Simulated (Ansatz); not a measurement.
# Counterpoise correction, worked out

The pair of H₂O (SMILES O, atoms 1–3) and CH₃Cl (SMILES CCl, atoms 4–8), both closed shells, in one local arrangement (a lower one may exist), relaxed at PBE0-D4/def2-TZVP:

```
8
angstrom
O 0.0470 -0.3203 -2.0231
H 0.5536 0.3268 -1.5195
H -0.4446 0.1934 -2.6672
C -0.1209 -0.1579 1.2850
Cl 0.9117 1.2037 0.7830
H -0.4897 -0.6462 0.3858
H -0.9405 0.2403 1.8780
H 0.4834 -0.8398 1.8780
```

Computed with Ansatz 0.2.0 (basis: def2-TZVPPD); correlated methods freeze the cores.

CCSD(T) total energies in eV:

| system | geometry | basis functions | energy |
| --- | --- | --- | --- |
| pair | pair | all | -15671.31668 |
| H₂O | as in the pair | all (partner as ghosts) | -2077.34337 |
| CH₃Cl | as in the pair | all (partner as ghosts) | -13593.83984 |
| H₂O | as in the pair | its own | -2077.33510 |
| CH₃Cl | as in the pair | its own | -13593.82655 |
| H₂O | free (PBE0-D4 minimum) | its own | -2077.33567 |
| CH₃Cl | free (PBE0-D4 minimum) | its own | -13593.82586 |

**Question.** Work out the interaction energy with and without the counterpoise correction, the superposition error, and the binding energy from the relaxed fragments.

**Answer.** Without correction: -15671.31668 − (-2077.33510) − (-13593.82655) = -0.15503 eV.
With correction (each fragment in the whole basis): -15671.31668 − (-2077.34337) − (-13593.83984) = -0.13347 eV = -3.08 kcal/mol.
The superposition error is the difference, 0.02156 eV, 14 % of the uncorrected value: each fragment borrows its partner's functions.
Deformation from the free shapes: 0.00057 eV for H₂O and -0.00069 eV for CH₃Cl (a small negative value is possible, since the free shapes are minima of another method).
Binding energy from relaxed fragments: -0.13347 + 0.00057 + (-0.00069) = -0.13359 eV = -3.08 kcal/mol (electronic, without zero-point energy; negative means bound). For comparison, the corrected interaction energy by CCSD(T) at an estimated basis limit (MP2 extrapolated from triple and quadruple zeta, plus CCSD(T) − MP2 in triple zeta) is -0.153 eV; triple zeta with the correction binds less.

T1 diagnostic: at most 0.011.

For scale, one of the runs: CCSD(T)/def2-TZVPPD, 213 basis functions, launched by `ansatz run in.yaml --threads 4 --pin off --events-out ev --progress --plain --max-ram 9574MiB`. Hardware: 4 CPU threads of an AMD EPYC 9R45, shared host. Wall time 11 s; peak host memory 3 GiB.
